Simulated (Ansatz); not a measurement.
# PF3 (phosphorus trifluoride): levels of theory compared

Aim: a comparison of 6 runs (B2PLYP/STO-3G, BLYP/STO-3G, PBE/STO-3G, RPA@PBE/STO-3G, CCSD/STO-3G, CCSD(T)/STO-3G) of PF3 (phosphorus trifluoride). 

The calculation is run with Ansatz 0.2.0.

50 further runs of the same task are left out: 10 that didn't finish, 40 set aside as unsound or not needed.

## (1) The system as given

PF3 has 4 atoms, charge 0, and is taken as a singlet. SMILES: `FP(F)F`. The F3–P2 distance was set to 2.358 Å, away from the relaxed value. At this shape a bond of the SMILES string is far longer than usual.

Bond lengths: F1–P2 1.572 Å, P2–F4 1.572 Å. Angles: F1–P2–F4 97.6°. A long bond or contact: P2–F3 2.358 Å.

## (2) A single-point energy at B2PLYP/STO-3G (run 1)

Input file in.yaml:

```yaml
crystal:
  periodic: [false, false, false]
  atoms:
    - {symbol: F, position_ang: [1.216622, -0.157621, 1.339126]}
    - {symbol: P, position_ang: [0.084722, 0.820179, 0.856926]}
    - {symbol: F, position_ang: [-1.061900, -0.696500, -0.536900]}
    - {symbol: F, position_ang: [0.907222, 1.550779, -0.265374]}
basis:
  gaussian:
    orbitals: STO-3G
hamiltonian:
  xc: {name: B2PLYP}
correlation:
  frozen_orbitals: {F: 1, P: 5}
accuracy: high
```

The run is started by

```sh
$ ansatz run in.yaml --threads 1 --pin off --max-ram 2610MiB --events-out events.jsonl --progress --plain --runs-dir runs
```

What it wrote:

```text
Warning: RAYON_NUM_THREADS=1 ignored (pool sized by the plan → 1); use --threads N
Functional definition: B2PLYP
  name "B2PLYP"
  parameter a = 0.53
  parameter c = 0.27
  exchange = (1 - a)*b88_x + a*exact_x
  correlation = (1 - c)*lyp_c + c*(mp2_os + mp2_ss)
441 factors; integrals over basis functions are off by at most 2.4e-8 eV
mean field evaluation 1: about -17189.8090 eV, gradient 3.0e1 eV
mean field evaluation 2: about -17189.8495 eV, gradient 3.0e1 eV
mean field evaluation 4: about -17186.6174 eV, gradient 4.5e1 eV
mean field evaluation 8: about -17197.9732 eV, gradient 1.2e-1 eV
mean field evaluation 16: about -17197.9634 eV, gradient 2.3e-4 eV
mean field evaluation 32: about -17178.4326 eV, gradient 1.4e1 eV
mean field -17197.96336816 eV, -632.0134965817 hartree, gradient 8.4e-8 eV, S^2 0.000000; 0 other end points of the search recorded, 0 dependent functions left out; unrestricted orbitals would lower it
8 core orbitals not correlated: weight in the atoms' cores, before any rotation towards them, 1.000 or more for the frozen orbitals, at most 0.000 for the correlated occupied ones
reference -17197.96337990 eV, -632.0134970129 hartree; 13, 13 occupied and 3, 3 virtual orbitals, 441 factors
second order -5.62194538 eV of doubles, -0.00000000 eV of singles
Total energy: -17199.48130515 eV, -632.0692797371 hartree
```

Wall time 1.8 s (1 thread of Arm Neoverse V1, shared host); peak memory 0.1 GiB.

## (3) The energy at BLYP/STO-3G (run 2)

in.yaml, as its differences from that of step 2:

```diff
@@ -8,8 +8,5 @@
 basis:
-  gaussian:
-    orbitals: STO-3G
-hamiltonian:
-  xc: {name: B2PLYP}
-correlation:
-  frozen_orbitals: {F: 1, P: 5}
+  gaussian: {orbitals: STO-3G}
+magnetization: {spin_polarized: false, initial_magnetization: 0}
+hamiltonian: {xc: {name: BLYP}}
 accuracy: high
```

The run is started by

```sh
$ ansatz run in.yaml --threads 1 --pin off --max-ram 2610MiB --events-out events.jsonl --progress --plain --runs-dir runs
```

What it wrote:

```text
Warning: RAYON_NUM_THREADS=1 ignored (pool sized by the plan → 1); use --threads N
Functional definition: BLYP
  name "BLYP"
  parameter beta = 0.0042
  parameter a = 0.04918
  parameter b = 0.132
  parameter c = 0.2533
  parameter d = 0.349
  exchange = b88_x(beta = beta)
  correlation = lyp_c(a = a, b = b, c = c, d = d)
441 factors; integrals over basis functions are off by at most 2.4e-8 eV
mean field evaluation 1: about -17202.4184 eV, gradient 2.9e1 eV
mean field evaluation 2: about -16858.6599 eV, gradient 8.0e1 eV
mean field evaluation 4: about -17200.5297 eV, gradient 2.2e1 eV
mean field evaluation 8: about -17209.5811 eV, gradient 1.0e-1 eV
mean field evaluation 16: about -17187.4374 eV, gradient 1.0e1 eV
mean field -17209.58118645 eV, -632.4404435289 hartree, gradient 1.3e-8 eV, S^2 0.000000; 0 other end points of the search recorded, 0 dependent functions left out
reference -17209.58121130 eV, -632.4404444422 hartree; 21, 21 occupied and 3, 3 virtual orbitals, 441 factors
Total energy: -17209.58121130 eV, -632.4404444422 hartree
```

It took 1.4 s on 1 thread of Arm Neoverse V1, shared host; peak memory 0.098 GiB.

Run 3 isn't shown in full; the table further down has it.

## (4) A single-point energy at RPA@PBE/STO-3G (run 4)

Input file molecule.yaml:

```yaml
crystal:
  periodic: [false, false, false]
  atoms:
    - {symbol: F, position_ang: [1.216622, -0.157621, 1.339126]}
    - {symbol: P, position_ang: [0.084722, 0.820179, 0.856926]}
    - {symbol: F, position_ang: [-1.061900, -0.696500, -0.536900]}
    - {symbol: F, position_ang: [0.907222, 1.550779, -0.265374]}
basis:
  gaussian:
    orbitals: STO-3G
hamiltonian:
  xc: {name: PBE}
correlation:
  method: rpa
  frozen_orbitals: {F: 1, P: 5}
accuracy: high
```

The run is started by

```sh
$ ansatz run molecule.yaml --threads 1 --pin off --max-ram 2610MiB --events-out events.jsonl --progress --plain --runs-dir runs
```

What it wrote, shortened:

```text
Warning: RAYON_NUM_THREADS=1 ignored (pool sized by the plan → 1); use --threads N
Functional definition: PBE
  name "PBE"
[...]
441 factors; integrals over basis functions are off by at most 2.4e-8 eV
[...]
mean field -17200.48784089 eV, -632.1062692434 hartree, gradient 3.0e-8 eV, S^2 0.000000; 1 other end points of the search recorded, 0 dependent functions left out; unrestricted orbitals would lower it
unrestricted determinant -17169.02828127 eV, -630.9501517514 hartree, S^2 0.8856
8 core orbitals not correlated: weight in the atoms' cores, before any rotation towards them, 1.000 or more for the frozen orbitals, at most 0.000 for the correlated occupied ones
reference -17164.92187947 eV, -630.7992442686 hartree; 13, 13 occupied and 3, 3 virtual orbitals, 441 factors
Total energy: -17173.31627015 eV, -631.1077324361 hartree
```

It took 2.9 s on 1 thread of Arm Neoverse V1, shared host; peak memory 0.1 GiB.

Run 5 isn't shown in full; the table further down has it.

## (5) The energy at CCSD(T)/STO-3G (run 6)

Input file input.yaml:

```yaml
crystal:
  periodic: [false, false, false]
  atoms:
    - {symbol: F, position_ang: [1.216622, -0.157621, 1.339126]}
    - {symbol: P, position_ang: [0.084722, 0.820179, 0.856926]}
    - {symbol: F, position_ang: [-1.061900, -0.696500, -0.536900]}
    - {symbol: F, position_ang: [0.907222, 1.550779, -0.265374]}
basis:
  gaussian:
    orbitals: STO-3G
total_charge: 0
correlation:
  method: ccsd_t
  frozen_orbitals: {F: 1, P: 5}
accuracy: high
scf:
  omitted_lower_state_checks: [cluster_reference, increment]
```

The run is started by

```sh
$ ansatz run input.yaml --threads 1 --pin off --max-ram 2610MiB --events-out events.jsonl --progress --plain --runs-dir runs
```

What it wrote:

```text
Warning: RAYON_NUM_THREADS=1 ignored (pool sized by the plan → 1); use --threads N
[... 12 lines left out ...]
8 core orbitals not correlated: weight in the atoms' cores, before any rotation towards them, 1.000 or more for the frozen orbitals, at most 0.000 for the correlated occupied ones
[... 36 lines left out ...]
WARN: these amplitudes may be one of several solutions (largest doubles amplitude 0.47, level shift 6.14 eV)
Total energy: -17171.69716882 eV, -631.0482315598 hartree
Checks for a lower state left out: cluster_reference, increment
```

Run time: 0.36 s. Hardware: 1 thread of Arm Neoverse V1, shared host.

## (6) All runs side by side

| run | level | frozen core orbitals | energy (Eh) | wall time |
| --- | --- | --- | --- | --- |
| 1 | B2PLYP/STO-3G | 8 | -632.069280 | 1.8 s |
| 2 | BLYP/STO-3G | – | -632.440444 | 1.4 s |
| 3 | PBE/STO-3G | – | -632.106269 | 1.4 s |
| 4 | RPA@PBE/STO-3G | 8 | -631.107732 | 2.9 s |
| 5 | CCSD/STO-3G | 8 | -631.038834 | 0.32 s |
| 6 | CCSD(T)/STO-3G | 8 | -631.048232 | 0.36 s |

## (7) Summary of results

| quantity | value |
| --- | --- |
| run 6: total energy | -631.04823 Eh |
| run 6: correlation energy (8 core orbitals frozen) | -194.7 mEh |
| run 6: (T) correction | -9.40 mEh |
| run 6: T1 diagnostic | 0.022 |

Totals of different functionals can't be ranked against each other. In runs 1, 4, 5, 6 the log says that unrestricted orbitals would lower the reference, so the values rest on an unstable closed-shell determinant (other closed-shell runs at this shape may share the fault). In runs 1, 2, 3, 4, 5, 6 the basis is minimal, so the values are rough. All runs together took 8.3 s, the longest 2.9 s.
